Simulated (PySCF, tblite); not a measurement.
## boron trifluoride and dimethyl ether

A gas-phase complex of boron trifluoride and dimethyl ether; neutral, singlet. The structure comes from a short search (6 tight-binding starts) and was relaxed by PBE0-D3(BJ)/def2-SVPD; another way of binding may lie lower. No frequency run checks that it is a minimum.

```csv
part,name,SMILES,atoms,charge,multiplicity
1,boron trifluoride,FB(F)F,1–4,0,1
2,dimethyl ether,COC,5–13,0,1
```

Coordinates in Å:
```
F1      1.575   -0.385    0.494
B2      0.649    0.593    0.676
F3     -0.437    0.219    1.416
F4      0.354    1.338   -0.422
C5      1.966    1.094    2.857
O6      1.438    1.669    1.659
C7      0.745    2.902    1.873
H8      2.655    1.816    3.312
H9      1.146    0.851    3.547
H10     2.500    0.187    2.564
H11     0.440    3.268    0.890
H12     1.436    3.607    2.350
H13    -0.135    2.729    2.508
```

Contacts between parts, classed by geometry: B2···O6 1.657 Å (bond).

The parts are joined by the bond B2–O6, so these are energies of forming such bonds; deforming the relaxed parts to their shape in the adduct costs 19.3 kcal/mol, which the interaction energies leave out.

Interaction energies are complex less parts, with the parts frozen as they stand in it; counterpoise-corrected, in kcal/mol (PySCF).

**Question.** How strongly do the parts interact, level by level?

**Answer.** 
```
                 level  interaction  superposition error removed
wB97M-D3(BJ)/def2-SVPD       -35.76                        -3.21
 PBE0-D3(BJ)/def2-SVPD       -36.73                        -3.33
```

**Question.** What holds them together? Decompose the wB97M-D3(BJ)/def2-SVPD energy: frozen parts, their antisymmetrised product, then relaxation.

**Answer.** electrostatic -75.5, Pauli repulsion +101.2, orbital relaxation -61.6, dispersion correction -3.2 kcal/mol, which sum to the value before the counterpoise correction; the Pauli term holds the exchange-correlation of the frozen density too. Of the attraction, 54 % is electrostatic, 44 % is orbital relaxation, 2 % is dispersion correction.

The parts were also relaxed and run alone, at the levels used for the complex: shieldings by PBE0/pcSseg-1; core levels by delta-SCF with SCAN, pcX-2 on the ionised atom and pcseg-1 elsewhere, spin-free X2C.

**Question.** How do these values change when the complex forms?

**Answer.** 
| property | alone | in the complex | change |
| --- | --- | --- | --- |
| shielding of B2 (ppm) | 88.9 | 101.0 | +12.1 |
| shielding of O6 (ppm) | 333.9 | 294.1 | -39.9 |
| F1 1s core level (eV) | 694.72 | 692.31 | -2.41 |
| B2 1s core level (eV) | 202.41 | 200.06 | -2.35 |
| O6 1s core level (eV) | 538.54 | 541.04 | +2.49 |

The 4 runs behind this took 2.3 min in all, one thread each of Arm Neoverse V1 on a shared host, launched as `OMP_NUM_THREADS=1 python cluster_run.py task.json out`.
